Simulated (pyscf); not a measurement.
Optimised with ωB97X-D3(BJ)/def2-SVP in PySCF.

**Question.** Estimate by transition-state theory (the high-pressure limit) the rate constant of H₃Si–SiH₂–Si:–Cl [singlet] + SiH₄ → H₃Si–Si(SiH₃)(SiH₃)–Cl (singlet surface; Si–Si, H–Si broken, Si–Si, Si–Si, H–Si formed) at 900 K, with ωB97M-D3(BJ)/def2-TZVP energies (ideal gas, 1 atm, RRHO with modes under 100 cm⁻¹ raised to 100, one conformer, R ln 2 for chiral ones without a mode under 150 cm⁻¹; no tunnelling).

**Answer.** The electronic barrier is 18.5 kcal/mol and the thermal terms add +31.5, so ΔG‡ = 49.9 kcal/mol. With k_BT/h = 1.88e+13 s⁻¹ and RT = 1.788 kcal/mol, and a volume of 1.23e-19 cm³ per molecule at 1 atm, k = 1.7e-18 cm³ molecule⁻¹ s⁻¹. The product is born with the 63 kcal/mol of the reverse barrier and needs collisions to keep. Wigner's tunnelling factor for 365i cm⁻¹ would be 1.01. A shift of 1 kcal/mol in the barrier changes k by a factor 1.7. At the saddle there is also a short Si–Si contact that neither side keeps. This is the saddle that the search found; another between the same sides may lie lower.
